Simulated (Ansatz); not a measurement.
The inner images of a band of H2N + H2O (6 atoms, charge 0, multiplicity 2) are given out of order.

Theory: UKS B3LYP-D4/def2-SVPD (Ansatz 0.2.0).

Image 0:

```xyz
6
Properties=species:S:1:pos:R:3
H 0.297 -0.739 0.008
O 0.606 -1.663 0.046
N -0.545 1.018 0.082
H 1.426 -1.682 -0.459
H -0.312 1.978 -0.202
H -1.472 1.087 0.525
```

Image 8:

```xyz
6
Properties=species:S:1:pos:R:3
H -0.827 0.055 -0.805
O 0.520 -1.366 0.240
N -0.643 0.753 -0.093
H 1.421 -1.039 0.068
H 0.229 1.245 -0.247
H -0.701 0.351 0.837
```

Task: Put them in order from the first end to the last, with their energies above the first end.
A.
```xyz
6
Properties=species:S:1:pos:R:3
H 0.203 -0.776 -0.115
O 0.560 -1.684 -0.103
N -0.576 0.987 0.055
H 1.507 -1.588 -0.245
H -0.308 1.927 -0.266
H -1.385 1.133 0.674
```
B.
```xyz
6
Properties=species:S:1:pos:R:3
H -0.047 -0.795 -0.335
O 0.509 -1.530 -0.004
N -0.703 0.891 -0.132
H 1.418 -1.234 -0.123
H -0.052 1.684 -0.209
H -1.124 0.984 0.803
```
C.
```xyz
6
Properties=species:S:1:pos:R:3
H -0.279 -0.369 -0.347
O 0.442 -1.377 -0.037
N -0.656 0.700 -0.142
H 1.371 -1.100 -0.037
H 0.096 1.382 -0.263
H -0.975 0.763 0.827
```
D.
```xyz
6
Properties=species:S:1:pos:R:3
H -0.498 -0.214 -0.508
O 0.513 -1.436 0.022
N -0.665 0.733 -0.127
H 1.430 -1.111 0.015
H 0.136 1.343 -0.259
H -0.916 0.685 0.856
```
E.
```xyz
6
Properties=species:S:1:pos:R:3
H -0.681 -0.097 -0.676
O 0.516 -1.406 0.097
N -0.655 0.749 -0.108
H 1.426 -1.062 0.069
H 0.193 1.285 -0.254
H -0.800 0.532 0.872
```
F.
```xyz
6
Properties=species:S:1:pos:R:3
H -0.128 -0.661 -0.357
O 0.441 -1.409 -0.018
N -0.718 0.824 -0.155
H 1.355 -1.106 -0.064
H 0.058 1.492 -0.238
H -1.007 0.860 0.831
```
G.
```xyz
6
Properties=species:S:1:pos:R:3
H 0.063 -0.809 -0.244
O 0.551 -1.634 -0.055
N -0.648 0.930 -0.059
H 1.479 -1.407 -0.172
H -0.188 1.834 -0.227
H -1.257 1.085 0.756
```

Result: A (+0.4 kJ/mol), G (+3.0 kJ/mol), B (+6.9 kJ/mol), F (+16.0 kJ/mol), C (+47.4 kJ/mol), D (+40.7 kJ/mol), E (+39.2 kJ/mol).

Run time: 2.7 min on 2 threads of Arm Neoverse N1, with other jobs on the host, peak memory 0.14 GiB.
